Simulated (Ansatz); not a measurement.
`C/C=C(\F)SC`, relaxed with RKS PBE0-D4/def2-TZVP in Ansatz from a PBE-D4/def2-SVP geometry. The force threshold is 0.005 eV/Å; the program also tests the step.

Charge 0, multiplicity 1.

Start:

```xyz
13

C     2.288   -0.879    0.299
C     1.072   -0.125    0.741
C    -0.159   -0.282    0.210
F    -0.355   -1.093   -0.862
S    -1.631    0.411    0.884
C    -2.425    1.055   -0.633
H     2.061   -1.551   -0.551
H     3.100   -0.188   -0.012
H     2.702   -1.496    1.126
H     1.157    0.597    1.568
H    -3.434    1.394   -0.332
H    -2.520    0.249   -1.385
H    -1.858    1.908   -1.053
```

```csv
step,energy (eV),largest force (eV/Å),largest move (Å)
1,-17805.5923,0.634,0.000
2,-17805.6547,0.281,0.044
3,-17805.6599,0.307,0.051
4,-17805.6641,0.044,0.058
5,-17805.6646,0.011,0.009
6,-17805.6647,0.009,0.005
7,-17805.6647,0.021,0.010
8,-17805.6648,0.007,0.004
9,-17805.6648,0.005,0.005
10,-17805.6648,0.005,0.007
11,-17805.6648,0.005,0.003
12 (rejected),-17805.6648,0.005,0.003
13,-17805.6648,0.001,0.001
```

End:

```xyz
13

C     2.262   -0.847    0.286
C     1.026   -0.142    0.722
C    -0.185   -0.342    0.216
F    -0.359   -1.185   -0.823
S    -1.658    0.318    0.864
C    -2.369    1.059   -0.620
H     2.057   -1.566   -0.507
H     3.007   -0.134   -0.080
H     2.720   -1.380    1.125
H     1.094    0.585    1.523
H    -3.344    1.450   -0.328
H    -2.505    0.309   -1.396
H    -1.746    1.876   -0.984
```

Run time 21 s (2 threads of an AMD EPYC 7R13 on a shared host and a share of an NVIDIA H100 80 GB); peak host memory 0.9 GiB.
